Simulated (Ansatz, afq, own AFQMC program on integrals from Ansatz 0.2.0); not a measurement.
**ZrSiNH5I2O, singlet: AFQMC among the cluster methods**

```xyz
11

N     0.4104   -2.1316   -0.9807
Zr   -0.0465   -0.2110   -1.2731
I     1.8983    0.9300   -2.8291
I    -2.4824   -0.0645   -2.5185
O    -0.1012    0.5767    0.4614
Si   -0.1773    1.4024    1.9208
H     0.5142   -2.8222   -1.7239
H     0.5778   -2.5858   -0.0844
H    -1.5879    1.8090    2.1765
H     0.7002    2.6045    1.8471
H     0.2943    0.4925    3.0041
```

Basis def2-SVP with its core potentials. Only valence electrons are correlated. AFQMC by an in-house program on the Cholesky factors that Ansatz 0.2.0 writes for its CCSD(T) run. The CISD trial takes its coefficients from CCSD amplitudes. Released means that phaseless walkers are propagated on without the constraint, phases kept. Error bars are statistical, one sigma. No spin–orbit coupling. The metal's outer-core s and p shells are frozen, which shifts wave-function levels against functionals.

Determinant: RHF, the one that the program's search chose, which needn't be the lowest solution. The geometry is a PBE0/def2-SVP stationary point of this or a neighbouring charge and spin state.

No full CI on the walks' own integrals is used here. The released AFQMC energy serves as the reference, which it does only where one determinant dominates, the energy is flat over the last release times and near the phaseless one (40 meV or 2 meV an electron, half that with transition metals). On small molecules, where full CI could be run and the noise was under 10 meV, such values lay within 10 meV of it in 19 cases of 20, a flattering rate, since the rule was set on those same cases; what remains of the bias isn't in the error bar.

Cautions: no spin-orbit coupling; outer-core shells of the metal frozen; inner d shell frozen; the released value is read at 0.90 1/Eh with a noise of 25 meV, more than in the cases checked (meV from the phaseless value at times in 1/Eh: -11 ± 19 at 0.21, -12 ± 12 at 0.42, 14 ± 18 at 0.63, -27 ± 25 at 0.90); released reference can be 30 meV off for metals.

The T1 diagnostic is 0.0184. The weight of the determinant in the CISD state is 0.725 and the size of the correlated space is 38 electrons in 125 orbitals.

Estimate: order these by the size of their error in total energy against AFQMC with the constraint released, smallest first.
A. phaseless AFQMC with a CISD trial
B. MP2
C. CCSD
D. CCSD(T)

A (0.99 ± 1.04 mEh), D (5.09 ± 0.92 mEh), C (31.13 ± 0.92 mEh), B (73.45 ± 0.92 mEh).

Reference: AFQMC with the constraint released, correlation energy -22.542 ± 0.025 eV.

Released energies are given only where the last usable release times agree within the noise; a slower fall can still hide under it.
